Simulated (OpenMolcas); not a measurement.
**How methods differ on PH2 (SMILES [PH2])**

The species is PH2 (3 atoms), meant as a doublet with charge 0. SMILES: `[PH2]`. The shape is that of a GFN2-xTB optimisation.

| atom | x (Å) | y (Å) | z (Å) |
| --- | --- | --- | --- |
| P | 0.5145 | -0.3028 | 0.2527 |
| H | 0.1115 | 1.0274 | 0.1724 |
| H | -0.6260 | -0.7246 | -0.4251 |

Quantity: the energy change with the P1–H3 bond stretched from 1.392 to 2.088 Å, in eV. The values are calculated.

```tsv
level	kind	program	value (eV)
USVWN5/3-21G	LDA	OpenMolcas	1.32
U-r2SCAN/3-21G	meta-GGA	OpenMolcas	1.45
UB3LYP/3-21G	global hybrid	OpenMolcas	1.45
UM06-2X/3-21G	hybrid meta-GGA	OpenMolcas	1.57
CASPT2(7,6)/3-21G	multireference	OpenMolcas	?
CASSCF(3,3)/3-21G	multireference	OpenMolcas	1.09
MC-PDFT[tPBE](7,6)/3-21G	multireference	OpenMolcas	?
MRCI(7,6)/3-21G	multireference	OpenMolcas	1.17
FCI/3-21G	exact in the basis	OpenMolcas	1.17
```

(1) Estimate the missing values from the other rows.

Answers

(1) As computed at these levels: CASPT2(7,6)/3-21G: 1.15 eV; MC-PDFT[tPBE](7,6)/3-21G: 1.34 eV. The first shape isn't each level's own minimum. The values span 1.09 to 1.57 eV. All rows use very small basis sets, so even the best lies far from the true value.
